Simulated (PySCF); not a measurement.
Run record: geometry optimisation, `C=CCCN=C`.

Method: PBE0-D3(BJ)/def2-SVP geometry optimisation, gas phase (PySCF 2.14.0). Start geometry: GFN2-xTB. The input is one job of a driver script: a line of settings, then coordinates in Å.

Input:
```
{"job": {"xc": "PBE0", "basis": "def2-SVP", "d3": "d3bj", "grid": 1, "kind": "geom"}, "charge": 0, "multiplicity": 1}
C      2.351642     0.544832    -0.385727
C      1.197313     0.535510     0.253201
C      0.573862    -0.680934     0.858415
C     -0.818809    -0.946335     0.265125
N     -1.729531     0.070063     0.694668
C     -2.346228     0.765097    -0.140561
H      2.941038    -0.350503    -0.503491
H      2.763255     1.444618    -0.810862
H      0.620685     1.445284     0.360555
H      1.207776    -1.552768     0.689266
H      0.456718    -0.531349     1.934282
H     -1.192029    -1.894909     0.663849
H     -0.752392    -1.021363    -0.833599
H     -2.257472     0.651906    -1.228569
H     -3.020241     1.528841     0.219086
```

Output:
```
step   0  E = -250.16596894  max force = 0.015057
step   1  E = -250.16806049  max force = 0.002457
step   2  E = -250.16810957  max force = 0.000704
step   3  E = -250.16812830  max force = 0.000962
step   4  E = -250.16814962  max force = 0.000781
step   5  E = -250.16816848  max force = 0.000701
step   6  E = -250.16817684  max force = 0.000518
step   7  E = -250.16817921  max force = 0.000368
optimisation converged
```

Energies in Eh; «max force» is the largest Cartesian gradient component in Eh/bohr.

Question: Give the first gradient maximum in eV/Å.

Answer: With 1 Eh/bohr = 51.422 eV/Å, 0.774 eV/Å.

Summary of the converged run: final energy -250.16818 Eh after 7 steps; dipole 1.22 D.

Question: Where do the atoms end?

Answer: 0.087 Å rms from the input after alignment:
```
atom  x, y, z in Å
C1     2.3605    0.5428   -0.4201
C2     1.2333    0.5102    0.2922
C3     0.5877   -0.7258    0.8314
C4    -0.8212   -0.9589    0.2811
N5    -1.7189    0.0866    0.6982
C6    -2.3605    0.7209   -0.1837
H7     2.9113   -0.3741   -0.6566
H8     2.7798    1.4830   -0.7883
H9     0.7108    1.4511    0.5060
H10    1.2099   -1.6069    0.6063
H11    0.5086   -0.6492    1.9301
H12   -1.2024   -1.9066    0.6992
H13   -0.7816   -1.0716   -0.8233
H14   -2.2696    0.5131   -1.2699
H15   -3.0504    1.5236    0.1157
```

Question: Estimate the wall time. Hardware: one thread, Arm Neoverse V1 (shared host).

Answer: About 48 s.
Labels such as C1 count atoms from 1, the log's own numbers from 0.
